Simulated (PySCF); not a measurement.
Gas-phase reaction: N + 4 SiH2Cl2 → SiH2ClNH2 + 3 SiCl + 4 HCl

Method: PySCF energies plus ideal-gas RRHO corrections (1 bar). † marks an energy on the PBE0/def2-TZVP geometry and frequencies; other levels use their own. CCSD(T) freezes the core. 6-31G* has spherical d functions here. Open shells (unrestricted): N (multiplicity 4), SiCl (multiplicity 2, electronic degeneracy 4); the rest are closed-shell singlets. Spin-orbit splitting is ignored; it lowers the true energy and changes the entropy of SiCl. SiH2ClNH2: computed as isolated molecules; such fragments, hydroxides, amides, oligomers or adducts are transient or little studied in the gas. CCSD(T) isn't extrapolated to the basis-set limit; its ΔH°(298 K) is 610.0 kJ in def2-SVP and 622.8 kJ in def2-TZVPP. The harmonic model lacks anharmonicity and excited electronic states, which grow with temperature; levels with a mode under 35 cm⁻¹ are left out. Internal rotation in SiH2ClNH2 is treated as a harmonic vibration of one conformer, which makes the entropy rough.

```tsv
level	ΔE electronic, kJ	ΔH°(298 K), kJ	ΔS°(298 K), J/K	ΔG°(1600 K), kJ
CCSD(T)/def2-SVP†	608	610	456	-103
HF/6-31G*	798	795	461	67
HF/def2-TZVP†	774	776	456	63
LDA/def2-TZVP†	575	578	456	-136
ωB97M-V/def2-TZVP†	628	631	456	-83
```
ΔH° is lowest at LDA/def2-TZVP† and highest at HF/6-31G*. No reference value is set beside these.
